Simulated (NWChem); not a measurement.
System: Li2; SMILES [Li][Li]

Input file for NWChem:

```
start job
memory heap 200 mb stack 900 mb global 1100 mb
geometry units angstroms noautoz
  Li     0.000000     0.000000    -1.393559
  Li     0.000000     0.000000     1.393559
end
basis spherical
  * library def2-tzvpd
end
dft
  xc r2scan
  iterations 150
  mulliken
end
task dft energy
```

NWChem printed, in part:

```
             Northwest Computational Chemistry Package (NWChem) 7.3.0
             --------------------------------------------------------

 ORDER OF PRIMARY AXIS IS BEING SET TO 4
 D4H symmetry detected

                             Geometry "geometry" -> ""
                             -------------------------

 Output coordinates in angstroms (scale by  1.889725989 to convert to a.u.)

  No.       Tag          Charge          X              Y              Z
 ---- ---------------- ---------- -------------- -------------- --------------
    1 Li                   3.0000     0.00000000     0.00000000    -1.39355900
    2 Li                   3.0000     0.00000000     0.00000000     1.39355900

 Effective nuclear repulsion energy (a.u.)       1.7087885195

      Symmetry information
      --------------------

 Group name             D4h
 Group number             28
 Group order              16
 No. of unique centers     1

                                 NWChem DFT Module
                                 -----------------

 Summary of "ao basis" -> "ao basis" (spherical)
 ------------------------------------------------------------------------------
       Tag                 Description            Shells   Functions and Types
 ---------------- ------------------------------  ------  ---------------------
 Li                        def2-tzvpd                9       17   5s4p

      Symmetry analysis of basis
      --------------------------

        a1g         9
        a1u         0
        a2g         0
        a2u         9
        b1g         0
        b1u         0
        b2g         0
        b2u         0
        eg          8
        eu          8

            General Information
            -------------------
          SCF calculation type: DFT
          Wavefunction type:  closed shell.
          No. of atoms     :     2
          No. of electrons :     6
           Alpha electrons :     3
            Beta electrons :     3
          Charge           :     0
          Spin multiplicity:     1
          Use of symmetry is: on ; symmetry adaption is: on
          Maximum number of iterations: 150
          AO basis - number of functions:    34
                     number of shells:    18
          Convergence on energy requested:  1.00D-06
          Convergence on density requested:  1.00D-05
          Convergence on gradient requested:  5.00D-04

              XC Information
              --------------
                      r^2SCAN Method XC Functional
               r^2SCAN metaGGA Exchange Functional  1.000
                     r^2SCAN Correlation Potential  1.000

             Grid Information
             ----------------
          Grid used for XC integration:  medium
          Radial quadrature: Mura-Knowles
          Angular quadrature: Lebedev.
          Tag              B.-S. Rad. Rad. Pts. Rad. Cut. Ang. Pts.
          ---              ---------- --------- --------- ---------
          Li                  1.45       49          16.0       434
          Grid pruning is: on
          Number of quadrature shells:    49
          Spatial weights used:  Erf1

      Superposition of Atomic Density Guess
      -------------------------------------

 Sum of atomic energies:         -14.86530318

      Non-variational initial energy
      ------------------------------

 Total energy =     -14.801963
 1-e energy   =     -22.808976
 2-e energy   =       6.298225
 HOMO         =      -0.159920
 LUMO         =      -0.022320

      Symmetry analysis of molecular orbitals - initial
      -------------------------------------------------

  Numbering of irreducible representations:

     1 a1g         2 a1u         3 a2g         4 a2u         5 b1g
     6 b1u         7 b2g         8 b2u         9 eg         10 eu

  Orbital symmetries:

     1 a1g         2 a2u         3 a1g         4 a2u         5 eu
     6 eu          7 a1g         8 eg          9 eg         10 a2u
    11 a1g        12 eu         13 eu

     ---------------------------------------------
      Total Density - Mulliken Population Analysis
     ---------------------------------------------

    Atom       Charge   Shell Charges
 -----------   ------   -------------------------------------------------------
    1 Li   3     3.00   0.36  1.30  0.32  0.44  0.55  0.00  0.04  0.00 -0.01
    2 Li   3     3.00   0.36  1.30  0.32  0.44  0.55  0.00  0.04  0.00 -0.01

   convergence    iter        energy       DeltaE   RMS-Dens  Diis-err
 ---------------- ----- ----------------- --------- --------- ---------
 d= 0,ls=0.0,diis     1    -14.9848729856 -1.67D+01  5.18D-03  4.74D-02
 d= 0,ls=0.0,diis     2    -14.9874096176 -2.54D-03  2.32D-03  4.38D-04
 d= 0,ls=0.0,diis     3    -14.9875429171 -1.33D-04  6.22D-04  9.64D-05
 d= 0,ls=0.0,diis     4    -14.9875783290 -3.54D-05  2.36D-05  1.69D-07
 d= 0,ls=0.0,diis     5    -14.9875784063 -7.73D-08  7.78D-06  5.36D-09

         Total DFT energy =      -14.987578406278
      One electron energy =      -22.982793259773
           Coulomb energy =        9.955993757861
    Exchange-Corr. energy =       -3.669567423903
 Nuclear repulsion energy =        1.708788519538

 Numeric. integr. density =        6.000000085171

                  Occupations of the irreducible representations
                  ----------------------------------------------

                     irrep           alpha         beta
                     --------     --------     --------
                     a1g               2.0          2.0
                     a1u               0.0          0.0
                     a2g               0.0          0.0
                     a2u               1.0          1.0
                     b1g               0.0          0.0
                     b1u               0.0          0.0
                     b2g               0.0          0.0
                     b2u               0.0          0.0
                     eg                0.0          0.0
                     eu                0.0          0.0

                       DFT Final Molecular Orbital Analysis
                       ------------------------------------

 Vector    1  Occ=2.000000D+00  E=-1.932274D+00  Symmetry=a1g
              MO Center=  0.0D+00,  0.0D+00,  1.4D-16, r^2= 2.1D+00
   Bfn.  Coefficient  Atom+Function         Bfn.  Coefficient  Atom+Function
  ----- ------------  ---------------      ----- ------------  ---------------
     2      0.456598  1 Li s                 19      0.456598  2 Li s
     1      0.173101  1 Li s                 18      0.173101  2 Li s
     3      0.158629  1 Li s                 20      0.158629  2 Li s

 Vector    2  Occ=2.000000D+00  E=-1.932004D+00  Symmetry=a2u
              MO Center=  0.0D+00,  0.0D+00, -7.3D-17, r^2= 2.1D+00
   Bfn.  Coefficient  Atom+Function         Bfn.  Coefficient  Atom+Function
  ----- ------------  ---------------      ----- ------------  ---------------
     2      0.456824  1 Li s                 19     -0.456824  2 Li s
     1      0.173151  1 Li s                 18     -0.173151  2 Li s
     3      0.158382  1 Li s                 20     -0.158382  2 Li s

 Vector    3  Occ=2.000000D+00  E=-1.184773D-01  Symmetry=a1g
              MO Center=  2.9D-15, -5.1D-15,  2.1D-12, r^2= 5.3D+00
   Bfn.  Coefficient  Atom+Function         Bfn.  Coefficient  Atom+Function
  ----- ------------  ---------------      ----- ------------  ---------------
     4      0.302575  1 Li s                 21      0.302575  2 Li s
     5      0.290587  1 Li s                 22      0.290587  2 Li s
     2     -0.097408  1 Li s                  3     -0.097395  1 Li s
    19     -0.097408  2 Li s                 20     -0.097395  2 Li s
    11      0.094632  1 Li pz                28     -0.094632  2 Li pz

 Vector    4  Occ=0.000000D+00  E=-5.737012D-02  Symmetry=a2u
              MO Center=  1.7D-29, -1.9D-29, -2.1D-12, r^2= 1.1D+01
   Bfn.  Coefficient  Atom+Function         Bfn.  Coefficient  Atom+Function
  ----- ------------  ---------------      ----- ------------  ---------------
     5      0.421026  1 Li s                 22     -0.421026  2 Li s
     4      0.302949  1 Li s                 21     -0.302949  2 Li s
    11     -0.200780  1 Li pz                28     -0.200780  2 Li pz
    17     -0.111165  1 Li pz                34     -0.111165  2 Li pz
     3     -0.087660  1 Li s                 20      0.087660  2 Li s

 Vector    5  Occ=0.000000D+00  E=-3.868394D-02  Symmetry=eu
              MO Center= -2.7D-15, -7.6D-16,  1.4D-14, r^2= 8.9D+00
   Bfn.  Coefficient  Atom+Function         Bfn.  Coefficient  Atom+Function
  ----- ------------  ---------------      ----- ------------  ---------------
     9      0.403051  1 Li px                26      0.403051  2 Li px
    15      0.158484  1 Li px                32      0.158484  2 Li px
    10      0.112971  1 Li py                27      0.112971  2 Li py
     6      0.073682  1 Li px                23      0.073682  2 Li px
    16      0.044421  1 Li py                33      0.044421  2 Li py

 Vector    6  Occ=0.000000D+00  E=-3.868394D-02  Symmetry=eu
              MO Center=  5.7D-18, -2.0D-17, -5.1D-15, r^2= 8.9D+00
   Bfn.  Coefficient  Atom+Function         Bfn.  Coefficient  Atom+Function
  ----- ------------  ---------------      ----- ------------  ---------------
    10      0.403051  1 Li py                27      0.403051  2 Li py
    16      0.158484  1 Li py                33      0.158484  2 Li py
     9     -0.112971  1 Li px                26     -0.112971  2 Li px
     7      0.073682  1 Li py                24      0.073682  2 Li py
    15     -0.044421  1 Li px                32     -0.044421  2 Li px

     ---------------------------------------------
      Total Density - Mulliken Population Analysis
     ---------------------------------------------

[...]
```

Level: r2SCAN/def2-TZVPD. Geometry: optimised at PBE0/def2-SVP.
